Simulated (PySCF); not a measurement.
Vibration and rotation of NaAl

RHF-CCSD(T) constants of NaAl, ¹Σ⁺ (singlet), closed shell (basis Na aug-cc-pVDZ, Al aug-cc-pV(D+d)Z; no relativity; PySCF 2.14; masses 22.9898 and 26.9815 u):

| Quantity | Value |
| --- | --- |
| ωe | 175.2 cm⁻¹ |
| ωexe | 1.03 cm⁻¹ |
| Be | 0.13111 cm⁻¹ |
| αe | 0.000905 cm⁻¹ |
| D (centrifugal) | 2.94e-07 cm⁻¹ |
| De to Na + Al | 0.70 eV |

Question: Estimate the standard entropy (1 bar) and heat capacity of the ideal gas at 1500 K, rigid rotor with B0 and harmonic oscillator at the fundamental.

Answer: Translation (Sackur–Tetrode, M = 49.97 u): 191.2 J/(mol K). Rotation: q = kT/(σB0) = 7980 with σ = 1, 83.0. Vibration: x = hcν0/kT = 0.166, 23.25. S° = 297.5 J/(mol K); Cp = 7R/2 + 8.30 = 37.4 J/(mol K).

Correlated steps freeze 6 core orbitals. Correlated levels converge slowly with the basis: in double zeta they bind strong bonds too weakly, by up to about 1 eV, and carry superposition errors of some tenths. Where the molecule has an RHF reference, its open-shell atoms are computed with UHF.
